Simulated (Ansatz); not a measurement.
`C=COC` + H₂ → `C=C` + CH₃OH at 600 K and 1 bar (hydrogenolysis of a C–O bond).

Gas-phase electronic energies from Ansatz, PBE0-D4/def2-TZVP geometries. CCSD(T)/CBS is the MP2 limit (def2-TZVPP, def2-QZVPP) plus CCSD(T) − MP2 in def2-TZVPP, frozen cores. This one scheme is used for every species. One conformer a species, not always the lowest.

```csv
species,CCSD(T)/CBS energy (Eh),H − E (kJ/mol),S (J/(mol·K))
`C=COC`,-192.89987,270.0,353.5
H₂,-1.17544,43.9,150.8
`C=C`,-78.48111,161.6,257.2
CH₃OH,-115.61712,163.6,277.3
```

H − E and S are ideal-gas, rigid-rotor, harmonic terms from PBE0-D4/def2-TZVP, for one conformer and one mirror image of each species. The MP2-based limit puts H₂ 0.8 mEh under its directly extrapolated value; such offsets cancel only in part. 1 Eh = 2625.50 kJ/mol, R = 8.31446 J/(mol·K).

By hand: ΔE, ΔH, ΔS and ΔG.

ΔE = (-78.48111) + (-115.61712) − (-192.89987) − (-1.17544) = -0.02292 Eh = -60.2 kJ/mol. Δ(H − E) = 161.6 + 163.6 − 270.0 − 43.9 = 11.3, so ΔH = -48.9 kJ/mol. ΔS = 257.2 + 277.3 − 353.5 − 150.8 = 30.2 J/(mol·K). ΔG = -48.9 − 600 × (30.2)/1000 = -67.0 kJ/mol.

By hand: the equilibrium constant, and the temperature at which ΔG would vanish if ΔH and ΔS stayed fixed.

log₁₀ K = −ΔG/(RT ln 10) = 5.8. ΔH and −TΔS have one sign here, so there is no such temperature.

TΔS isn't small against ΔH here. A doubt of 5 kJ/mol in ΔE shifts log₁₀ K by 0.4 here. Other conformers and mirror images would add mixing entropy, several J/(mol·K) or more a flexible species. These are equilibria of isolated gas molecules and say nothing of rates. Largest T1 diagnostic: 0.012 (customary marks: 0.02 for closed shells, 0.045 for open ones).
